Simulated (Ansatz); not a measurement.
# H₃ (doublet): the correlation ladder at distance H1–H2 along a hydrogen transfer = 0.745 Å, cc-pVQZ

An exercise on one series of results from a longer session: the logs are not shown, and one member is left open.

Computed with Ansatz 0.2.0, Gaussian basis. Level: cc-pVQZ, core rule «outside noble gas», up to 0 orbitals frozen.

The runs, in order: UHF; CCSD(T) on ROHF; CCSD(T) on UHF; BCCD(T) on ROHF; CISD; CCSDT on ROHF; CCSDT on UHF; CASSCF and NEVPT2, 3 electrons in 3 orbitals; Full CI.

11 further runs of the same task are left out: 3 that didn't finish, 8 set aside as unsound or not needed.

## The system

The geometry derives from fragments relaxed apart (PBE0/def2-TZVP) and kept rigid, so it is no stationary point. A hydrogen atom is moved between rigid fragments.

3 atoms, charge 0, spin multiplicity 2.

Atoms are counted from 1 here; the program's logs count them from 0.

Bond lengths: H1–H2 0.745 Å.

The first run:

in.yaml

```yaml
crystal:
  periodic: [false, false, false]
  atoms:
    - {symbol: H, position_ang: [0.000000, 0.000000, -0.819000]}
    - {symbol: H, position_ang: [0.000000, 0.000000, -0.074000]}
    - {symbol: H, position_ang: [0.000000, 0.000000, 0.893000]}
basis:
  gaussian: {orbitals: cc-pVQZ}
magnetization: {spin_polarized: true, initial_magnetization: 1}
hamiltonian: {xc: hf}
output: {orbitals: {seedname: orbitals}}
```

Started as:

```bash
ansatz run in.yaml --threads 1 --pin off --events-out ev --progress --plain --max-ram 2393MiB
```

Steps of the session up to this table: UHF; CCSD(T) on ROHF; CCSD(T) on UHF; BCCD(T) on ROHF; CISD; CCSDT on ROHF; CCSDT on UHF; CASSCF and NEVPT2, 3 electrons in 3 orbitals; Full CI.

One of the session's tables, all rows but one given; the rest of the session is left out.

```
        method  from FCI (kcal/mol)
          ROHF               +36.39
           UHF               +32.43
          RMP2                +6.80
          UMP2                    ?
          CISD                +0.36
         RCCSD                +0.40
         UCCSD                +0.35
      RCCSD(T)                +0.06
      UCCSD(T)                +0.06
       BCCD(T)                +0.06
        RCCSDT                 0.00
        UCCSDT                 0.00
CASSCF valence               +22.25
NEVPT2 valence                +5.55
           FCI                    0
```

Estimate the missing values for UMP2.

The run gave: from FCI (kcal/mol): +6.69. In the column «from FCI (kcal/mol)» it lies between NEVPT2 valence (+5.55) and RMP2 (+6.80).

Caveats from the session: Restricted and unrestricted rows rest on different reference determinants; where their highest levels disagree by more than a few hundredths of an eV, they describe different states and don't form one ladder.
